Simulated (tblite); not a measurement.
Cl2.
SMILES: `ClCl`

Method: GFN2-xTB as coded in tblite; computed harmonic values from a numerical Hessian at the method's own geometry, unscaled. Against measured fundamentals such values can be off by several per cent, at times by over 20.

Harmonic wavenumbers (cm⁻¹): 510.3.

B = 7108 MHz (linear); mass 69.938 u (most abundant isotopes); point group D∞h, symmetry number 2.

Question: What is the zero-point energy?

Answer: ½Σν̃ = 255 cm⁻¹ = 3.05 kJ/mol.

Question: Give the ideal-gas entropy at 298.15 K and 1 bar in the rigid-rotor, harmonic-oscillator model (classical rotation).

Answer: Translation 161.83, rotation 58.87, vibration 2.65: S = 223.3 J/(mol K).

Question: And Cp and H(298.15 K) − H(0)?

Answer: Cp = 34.24 J/(mol K), of which vibrations give 5.13 (their classical limit is 1 R = 8.3); H(298.15 K) − H(0) = 9.25 kJ/mol without the zero-point energy, 0.57 from vibrations.

Question: How do the functions run with temperature in this model?

Answer: 
```
 T (K)  S (J/(mol K))  Cp (J/(mol K))  H − H(0) (kJ/mol)  G − H(0) (kJ/mol)  ln q(vib)
    50          168.7            29.1               1.46              -6.98       0.00
   100          189.0            29.4               2.91             -15.98       0.00
373.15          231.1            35.2              11.85             -74.40       0.15
   500          241.6            36.1              16.38            -104.41       0.26
   750          256.4            36.8              25.50            -166.77       0.47
  1000          267.0            37.1              34.73            -232.25       0.65
```

q(vib) and H(0) count from the zero-point level.

Question: Which modes carry the vibrational entropy at 298.15 K?

Answer: 510.3 cm⁻¹: 2.65 J/(mol K).

Question: What must be added to the electronic energy to get the Gibbs energy at 298.15 K and 1 bar?

Answer: ZPE + [H(298.15 K) − H(0)] − T·S = 3.05 + 9.25 − 66.59 = -54.29 kJ/mol.
